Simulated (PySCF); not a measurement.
Species: C₃H₁₀NP.
SMILES with atom numbers: `[CH3:1][P:2]([CH3:3])([CH3:4])=[NH:5]` (hydrogens: H6, H7, H8 on C1; H9, H10, H11 on C3; H12, H13, H14 on C4; H15 on N5)

The same species was optimised twice, with GFN2-xTB and with PBE0-D3(BJ)/def2-SVP (PySCF), and the same property calculations (PySCF, gas phase) were run on both structures.

| coordinate | GFN2-xTB | PBE0-D3(BJ)/def2-SVP | change |
| --- | --- | --- | --- |
| P2–C3 (Å) | 1.853 | 1.835 | -0.018 |
| P2–C4 (Å) | 1.853 | 1.835 | -0.018 |
| P2=N5 (Å) | 1.556 | 1.571 | +0.015 |
| C4–H12 (Å) | 1.086 | 1.101 | +0.015 |
| C3–H10 (Å) | 1.086 | 1.101 | +0.015 |
| C1–H6 (Å) | 1.087 | 1.099 | +0.012 |
| C1–H7 (Å) | 1.087 | 1.099 | +0.012 |
| C1–H8 (Å) | 1.087 | 1.099 | +0.012 |
| C4–H14 (Å) | 1.089 | 1.101 | +0.012 |
| C3–H9 (Å) | 1.089 | 1.101 | +0.012 |
| C4–H13 (Å) | 1.089 | 1.100 | +0.011 |
| C3–H11 (Å) | 1.089 | 1.100 | +0.011 |
| N5–H15 (Å) | 1.010 | 1.019 | +0.009 |
| C1–P2 (Å) | 1.816 | 1.810 | -0.006 |
| C4–P2–N5 (°) | 119.5 | 118.2 | -1.3 |
| C3–P2–N5 (°) | 119.4 | 118.2 | -1.2 |
| C1–P2–N5 (°) | 106.4 | 107.6 | +1.2 |
| P2–N5–H15 (°) | 115.6 | 114.6 | -1.0 |
| C1–P2–C3 (°) | 104.0 | 104.8 | +0.8 |
| P2–C3–H11 (°) | 107.5 | 108.2 | +0.7 |
| P2–C4–H13 (°) | 107.5 | 108.2 | +0.7 |
| H13–C4–H14 (°) | 108.6 | 108.0 | -0.6 |

Rotational constants: A = 3726, B = 3557, C = 3433 MHz (GFN2-xTB) against A = 3709, B = 3565, C = 3480 MHz (PBE0-D3(BJ)/def2-SVP).

On the GFN2-xTB structure: HOMO (eV) -6.09 [PBE0/pcSseg-1]; LUMO (eV) 0.94 [PBE0/pcSseg-1]; dipole (D) 3.36 [PBE0/pcSseg-1]; GIAO shielding of C1/C3/C4 (mean) (ppm) 163.6 [PBE0/pcSseg-1]; GIAO shielding of P2 (ppm) 337.0 [PBE0/pcSseg-1]; GIAO shielding of N5 (ppm) 217.7 [PBE0/pcSseg-1].

Task: What do these properties become on the PBE0-D3(BJ)/def2-SVP structure?

Result: 
```
                                    property          level  on GFN2-xTB  on PBE0-D3(BJ)/def2-SVP  change
                                   HOMO (eV)  PBE0/pcSseg-1        -6.09                    -5.97   +0.12
                                   LUMO (eV)  PBE0/pcSseg-1         0.94                     0.89   -0.05
                                  dipole (D)  PBE0/pcSseg-1         3.36                     3.53   +0.17
energy, GFN2-xTB geometry as zero (kcal/mol)  PBE0/pcSseg-1          0.0                     -0.6    -0.6
     GIAO shielding of C1/C3/C4 (mean) (ppm)  PBE0/pcSseg-1        163.6                    162.8    -0.8
                  GIAO shielding of P2 (ppm)  PBE0/pcSseg-1        337.0                    333.8    -3.2
                  GIAO shielding of N5 (ppm)  PBE0/pcSseg-1        217.7                    216.6    -1.1
```

The heavy atoms differ by 0.018 Å rms after alignment. Among all bonds P2–C3 and P2–C4 change most and about equally (-0.018 Å). Changes are differences of the printed values. Neither structure is proved a minimum here.
